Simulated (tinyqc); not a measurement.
Stretching all distances: RHF, UHF, MP2, CISD and CCSD against full CI in the sto-3g basis, for CH+, spin multiplicity 1. Computed by the program tinyqc with PySCF. All coordinates are multiplied by the scale. c0^2 is the weight of the RHF determinant in the lowest singlet FCI state (UHF is spin-contaminated and may lie near states of higher spin) and n(LUMO) the first natural occupation beyond the occupied space.

Geometry (angstrom):
```
atom       x       y       z
C     0.0000  0.0000  0.0000
H     0.0000  0.0000  1.0470
```

Full CI energy (hartree) and errors against it (kcal/mol):
```
scale   distance 1-2 (angstrom)      E(FCI)       RHF      UHF      MP2     CISD    CCSD  <S^2> UHF    c0^2  n(LUMO)
0.9600                   1.0051  -37.484879   35.3332  26.4708  16.5893   0.9426  0.1226     0.5670  0.9287   0.0646
1.2700                   1.3297  -37.513300   42.5758  37.0260  19.3195   1.6442  0.1784     0.4863  0.9228   0.0549
1.5900                   1.6647  -37.467915   55.7437  49.0443  25.7168   3.2564  0.3290     0.6634  0.8846   0.1245
1.9000                   1.9893  -37.424242   73.0883  41.4401  34.8858   5.9145  0.4983     1.0480  0.8000   0.2722
2.2100                   2.3139  -37.397388   92.5958  32.6535  45.1719   9.3602  0.5588     1.0148  0.6725   0.4749
2.5300                   2.6489  -37.384842  111.2069  28.2470  53.6366  12.7135  0.4641     1.0021  0.5402   0.6754
```

What does the comparison show, and why?

UHF lies below RHF over the whole range. The weight c0^2 goes from 0.93 to 0.54 and n(LUMO) from 0.06 to 0.68: static correlation grows as the bonds break into open-shell fragments. The spread of the error along the curve, which distorts its shape, is CCSD 0.4, CISD 11.8, UHF 22.6, MP2 37.0, RHF 75.9 kcal/mol. The table stops here: at scale 2.84 and beyond, the reference weight falls under 0.45 or RHF, UHF or CCSD hop between solutions, so those rows were left out and the spreads given cover only the rows shown. As computed, partly on other solutions, the errors there reach in size RHF 125, UHF 27, MP2 57, CISD 15, CCSD 0 kcal/mol.
